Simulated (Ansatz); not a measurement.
# CH4BN (SMILES B1CN1): one structure at several levels

One table from this session's results is given with a row withheld; the runs are named, their logs left out.

Computed with Ansatz 0.2.0, Gaussian basis. Level: single points in def2-TZVPP.

Correlated methods freeze the cores.

### The starting structure

SMILES `B1CN1`, 7 atoms, charge 0, spin multiplicity 1.

Atoms are counted from 1 here; the program's logs count them from 0.

Bond lengths: B1–C2 1.581 Å, B1–N3 1.340 Å, B1–H4 1.147 Å, C2–N3 1.470 Å, C2–H5 1.081 Å, C2–H6 1.130 Å, N3–H7 0.981 Å. Angles: C2–B1–N3 59.8°, C2–B1–H4 156.0°, N3–B1–H4 144.2°, B1–C2–N3 52.0°, B1–C2–H5 121.3°, B1–C2–H6 124.1°, N3–C2–H5 116.2°, N3–C2–H6 117.7°, H5–C2–H6 111.7°, B1–N3–C2 68.3°, B1–N3–H7 159.2°, C2–N3–H7 132.5°.

Coordinates:

```mol
CH4BN
  3D, bonds by distance, orders not assigned

  7  7  0  0  0  0  0  0  0  0999 V2000
   -0.8106   -0.3946   -0.3772 B   0  0
    0.1727    0.7105    0.1810 C   0  0
    0.4145   -0.7334    0.0476 N   0  0
   -1.7944   -0.8039   -0.8029 H   0  0
    0.7322    1.3514   -0.4851 H   0  0
    0.1160    1.1399    1.2252 H   0  0
    1.1941   -1.2950    0.2441 H   0  0
  1  2  8  0
  1  3  8  0
  1  4  8  0
  2  3  8  0
  2  5  8  0
  2  6  8  0
  3  7  8  0
M  END
```

The first run:

run/in.yaml reads:

```yaml
crystal:
  periodic: [false, false, false]
  atoms:
    - {symbol: B, position_ang: [-0.810600, -0.394600, -0.377200]}
    - {symbol: C, position_ang: [0.172700, 0.710500, 0.181000]}
    - {symbol: N, position_ang: [0.414500, -0.733400, 0.047600]}
    - {symbol: H, position_ang: [-1.794400, -0.803900, -0.802900]}
    - {symbol: H, position_ang: [0.732200, 1.351400, -0.485100]}
    - {symbol: H, position_ang: [0.116000, 1.139900, 1.225200]}
    - {symbol: H, position_ang: [1.194100, -1.295000, 0.244100]}
basis:
  gaussian: {orbitals: def2-TZVPP}
correlation: {method: ccsd_t}
output: {forces: true}
```

The command line of these runs was not kept.

Among the steps run: CCSD(T)/def2-TZVPP; PBE0-D4/def2-TZVPP; wB97M-V/def2-TZVPP; r2SCAN-D4/def2-TZVPP; PBE-D4/def2-TZVPP; BHLYP-D4/def2-TZVPP; BLYP-D4/def2-TZVPP.

One table of the session follows, with a row left open; its other results are not shown here.

```
   method  RMS force component (eV/Å)  angle to CCSD(T) forces (°)  dipole (D)
  CCSD(T)                       0.542                    reference        1.21
  PBE0-D4                           ?                            ?           ?
  wB97M-V                       0.553                         17.5        1.16
r2SCAN-D4                       0.566                         18.7        1.21
   PBE-D4                       0.589                         20.0        1.28
 BHLYP-D4                       0.602                         32.1        1.05
  BLYP-D4                       0.561                         13.4        1.23
```

Estimate the missing values for PBE0-D4.

**Answer.** RMS force component (eV/Å): 0.598; angle to CCSD(T) forces (°): 26.5; dipole (D): 1.18. In the column «RMS force component (eV/Å)» it lies between PBE-D4 (0.589) and BHLYP-D4 (0.602).
